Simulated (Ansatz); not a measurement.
Cost and result for the atomization energy of C3H7NOS (`CC(O)C(N)=S`) (13 atoms, 12 bonds).

Z-matrix (Å, degrees):
```
C
C 1 1.516
H 1 1.091 2 109.5
H 1 1.092 2 110.1 3 119.4
H 1 1.089 2 110.0 3 -120.5
O 2 1.421 1 107.5 3 -60.3
C 2 1.523 1 110.2 3 177.5
H 2 1.094 1 109.5 3 60.3
H 6 0.961 2 108.5 1 157.8
N 7 1.330 2 113.7 1 99.6
S 7 1.643 2 121.5 1 -78.7
H 10 1.009 7 119.1 2 2.3
H 10 1.005 7 119.7 2 -177.5
```

Charge 0, multiplicity 1. Geometry: relaxed with PBE0-D4/def2-TZVP. It is one conformer, not always the lowest. Program: Ansatz. All runs use 2 threads of an AMD EPYC 7R13 on a shared host and a share of an NVIDIA H100 80 GB. Times are those of one run each, without the atoms' runs, and a repeat can differ threefold. Electronic energies, without spin–orbit coupling; frozen cores. CCSD(T)/CBS adds CCSD(T) − MP2 in def2-TZVPP to the MP2 limit, and its time is that of the two runs behind it. T1 = 0.015. B3LYP takes the VWN-RPA correlation (the form of Gaussian; ORCA's B3LYP/G).

CCSD(T)/CBS is a level of theory with its own doubt, some kJ/mol a heavy atom from the limit and from the frozen cores, so smaller differences don't rank the functionals.

```
                             level  functions  wall time
                PBE0-D4/def2-TZVPP        295      2.1 s
 B3LYP-D4/def2-TZVPP (with forces)        295      2.2 s
                 B2PLYP/def2-TZVPP        295      2.4 s
   PBE-D4/def2-TZVPP (with forces)        295      2.6 s
r2SCAN-D4/def2-TZVPP (with forces)        295      3.1 s
                ωB97X-V/def2-TZVPP        295      3.1 s
                    MP2/def2-QZVPP        565      3.8 s
  ωB97M-V/def2-TZVPP (with forces)        295      4.4 s
                CCSD(T)/def2-TZVPP        295      4.9 s
                 CCSD(T)/CBS(def2)          –      8.7 s
```

(1) What atomization energy does each give, and how far from CCSD(T)/CBS? (An estimate is asked.)

Answers

(1) Ansatz gave: 
| level | atomization (kcal/mol) | difference from CCSD(T)/CBS | per bond |
| --- | --- | --- | --- |
| PBE0-D4/def2-TZVPP | 1222.2 | 10.8 | 0.9 |
| B3LYP-D4/def2-TZVPP (with forces) | 1214.0 | 2.6 | 0.2 |
| B2PLYP/def2-TZVPP | 1199.4 | -12.0 | -1.0 |
| PBE-D4/def2-TZVPP (with forces) | 1252.7 | 41.3 | 3.4 |
| r2SCAN-D4/def2-TZVPP (with forces) | 1216.8 | 5.4 | 0.4 |
| ωB97X-V/def2-TZVPP | 1216.1 | 4.7 | 0.4 |
| MP2/def2-QZVPP | 1222.2 | 10.8 | 0.9 |
| ωB97M-V/def2-TZVPP (with forces) | 1218.9 | 7.5 | 0.6 |
| CCSD(T)/def2-TZVPP | 1176.3 | -35.1 | -2.9 |
| CCSD(T)/CBS(def2) | 1211.4 | 0.0 | 0.0 |

From PBE to PBE0 (25 % exact exchange), in def2-TZVPP and without D4, the atomization energy moves by −29.4 kcal/mol: exact exchange takes away binding that semilocal exchange gives to molecules. The D4 term adds +11.3 kcal/mol with B3LYP and +6.0 kcal/mol with PBE0; it sums over pairs of atoms, weighted by their polarisabilities, and B3LYP, whose exchange is more repulsive, gets the larger term. In def2-TZVPP, CCSD(T) changes the Hartree–Fock value by +335.1 kcal/mol (the triples alone add +22.9 kcal/mol) and MP2 by +360.3 kcal/mol; breaking electron pairs costs correlation energy, which Hartree–Fock lacks.
